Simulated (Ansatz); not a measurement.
# C3H3FO: the cost of one run

Method: the settings change from run to run; program: Ansatz 0.2.0, Gaussian basis.

**1. The molecule**

The geometry comes from an earlier relaxation with PBE0-D4 in a triple-zeta def2 set; it is a stationary point, not always the lowest conformer.

8 atoms, charge 0, spin multiplicity 1.

Atoms are counted from 1 here; the program's logs count them from 0.

Bond lengths: C1–C2 1.486 Å, C1–H6 1.090 Å, C1–H7 1.095 Å, C1–H8 1.094 Å, C2–C3 1.489 Å, C2–O5 1.213 Å, C3–F4 1.304 Å. Angles: C2–C1–H6 110.2°, C2–C1–H7 109.7°, C2–C1–H8 109.5°, H6–C1–H7 110.0°, H6–C1–H8 110.2°, H7–C1–H8 107.2°, C1–C2–C3 123.3°, C1–C2–O5 126.7°, C3–C2–O5 109.6°, C2–C3–F4 108.9°.

**2. r2SCAN0/cc-pVTZ-DK**

Set apart from the defaults: charge +1, multiplicity 2, restricted open-shell orbitals, a grid of angular degree 23, D3(BJ) with three-body dispersion.

Input file in.yaml:

```yaml
crystal:
  periodic: [false, false, false]
  atoms:
    - {symbol: C, position_ang: [-0.618135, 0.045104, 0.745584]}
    - {symbol: C, position_ang: [0.229682, 0.358523, -0.433528]}
    - {symbol: C, position_ang: [0.577937, -0.641815, -1.480238]}
    - {symbol: F, position_ang: [1.761523, -1.126084, -1.224371]}
    - {symbol: O, position_ang: [0.626016, 1.454426, -0.770257]}
    - {symbol: H, position_ang: [-0.873202, 0.959966, 1.279723]}
    - {symbol: H, position_ang: [-0.084581, -0.640905, 1.410943]}
    - {symbol: H, position_ang: [-1.527138, -0.466213, 0.416343]}
basis:
  gaussian: {orbitals: cc-pVTZ-DK, final_grid: {core_spheres: 8, valence_spheres: 7, degree: 23}}
total_charge: 1
magnetization: {spin_polarized: false, initial_magnetization: 1}
hamiltonian: {xc: {name: r2SCAN0}, dispersion: d3bjatm}
output: {forces: true}
```

Run with:

```console
> ansatz run in.yaml --threads 2 --pin off --events-out ev --progress --plain --max-ram 4352MiB
```

What time and memory should one allow on 2 threads of AMD EPYC 9B14, shared host?

About 9 s, with a peak of 0.57 GiB.
